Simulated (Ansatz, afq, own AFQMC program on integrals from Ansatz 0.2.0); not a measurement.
AFQMC on a folder of integrals that Ansatz 0.2.0 wrote.

```yaml
crystal:
  periodic: [false, false, false]
  atoms:
    - {symbol: Al, position_ang: [0.000000, 0.000000, 0.000000]}
    - {symbol: H, position_ang: [0.000000, 0.000000, 3.194000]}
basis:
  gaussian: {orbitals: aug-cc-pVDZ}
total_charge: -1
magnetization: {spin_polarized: false, initial_magnetization: 1}
correlation: {method: ccsd_t, electrons: outside_noble_gas, hamiltonian_folder: ham}
```

```sh
$ ansatz run in.yaml --threads 1 --pin off --events-out ev --progress --plain --max-ram 24576MiB --backend cuda --devices 0, --max-vram 18GiB
```

Options of the walk:

```
--method phaseless --trial cisd --walkers 4000 --populations 20 --least-time 60 --time-step 0.005 --steps-per-block 50 --equilibration-blocks 40 --max-blocks 4000 --target-error 0.00027 --factor-cut 1e-05 --start spin_pure --seed 3592 --release-times 0.24,0.51,0.99,1.62,2.4 --release-step 0.03 --release-every 3 --taylor-order 6
```

Times are imaginary, in 1/Eh. The walk had a cap of 122 s. With eight or more populations the least sampling time is a fifth of least-time, and the error comes from their spread.

Log:

```
orbitals 31  electrons 3 2  factors 194 of 356
reference energy -242.38550316 Eh
CCSD correlation -0.09209595 Eh in 16 cycles, weight of the determinant in the CISD state 0.8642
energy of the start -242.477597 Eh
 block  time / (1/Eh)  mean weight  energy / Eh
     1     0.250  0.9999  -242.477067
     2     0.500  1.0001  -242.477001
     3     0.750  1.0000  -242.477154
     4     1.000  1.0000  -242.477431
     5     1.250  1.0000  -242.477757
     7     1.750  1.0000  -242.478500
     9     2.250  0.9998  -242.479227
    11     2.750  1.0001  -242.479568
    15     3.750  1.0000  -242.479965
    19     4.750  1.0002  -242.480103
    23     5.750  1.0001  -242.481008
    27     6.750  1.0000  -242.480330
    31     7.750  1.0000  -242.480700
    35     8.750  0.9997  -242.480817
    39     9.750  0.9999  -242.481058
    43    10.750  0.9999  -242.480909
    47    11.750  1.0000  -242.481086
    51    12.750  1.0001  -242.481114
    55    13.750  1.0001  -242.481251
    59    14.750  1.0001  -242.481519
    63    15.750  1.0000  -242.481151
    67    16.750  0.9998  -242.480974
    71    17.750  1.0000  -242.481311
    75    18.750  1.0000  -242.481559
    79    19.750  1.0000  -242.481075
    83    20.750  0.9998  -242.481603
    85    21.250  0.9999  -242.481677
    87    21.750  1.0000  -242.481447
    89    22.250  0.9999  -242.481093
error from the spread of 20 populations
released: time / (1/Eh)  energy / Eh  error  mean overlap
  0.24  -242.481125  0.000107  0.9998
  0.51  -242.481460  0.000120  0.9989
  0.99  -242.481513  0.000060  1.0000
  1.62  -242.481652  0.000055  0.9998
  2.40  -242.481712  0.000082  1.0001
energy -242.481223 +/- 0.000092 Eh
(rows thinned)
```

The run passed its tests (sampling time, drift between the halves within three errors, error under three times the target), which doesn't prove that it has relaxed.

Against this walk (error 2.5 meV) on the same determinant: CCSD(T) 19.2 meV higher, CCSDT(Q) 21.4 meV lower, CCSDTQ 22.4 meV lower, full CI 22.5 meV lower. The error is statistical and leaves out the bias of the constraint. The released energies are still falling (meV from the phaseless value at times in 1/Eh: 3 ± 3 at 0.24, -6 ± 3 at 0.51, -7.9 ± 1.6 at 0.99, -11.7 ± 1.5 at 1.62, -13.3 ± 2.2 at 2.40), so they give no level; they do show a bias of the constraint, and the last of them that isn't too noisy lies 9 meV above full CI. Full CI is exact here, so the walk's 22 meV above it is the walk's own error: the bias of the constraint with this trial.

Cautions: constraint bias not in the error; raised T1 diagnostic (T1 0.045, weight of the determinant 0.86, largest double 0.09).

The walk took 42 s on 1 × NVIDIA H100 80GB HBM3 with 2 threads of AMD EPYC 7R13 Processor (Zen 3) (shared host) (the card was shared). The log's last line is the phaseless energy.

CCSDT and higher add their correlation energy to the determinant of the CCSD(T) run, since their own runs factorise the integrals more tightly (a shift of under 2 meV). A walk keeps the symmetry of its determinant, which the program's search chose and which needn't be the lowest solution, so a lower state of the same spin and another symmetry isn't excluded.
